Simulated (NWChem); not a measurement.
System: chloromethane (CH3Cl); SMILES CCl

Program: NWChem. Coordinates come from a PBE0/def2-SVP optimisation. Level: PBE0/def2-SVP with SMD (1 M gas to 1 M solution), gas-phase geometry.

Question: Estimate the computed values for solvent n-hexane. Quantities: solvation free energy (kcal/mol); cavity-dispersion-structure term (kcal/mol); dipole in solution (D).

Answer: 
```json
{
  "solvation free energy (kcal/mol)": "-2.1",
  "cavity-dispersion-structure term (kcal/mol)": "-1.0",
  "dipole in solution (D)": "2.07"
}
```
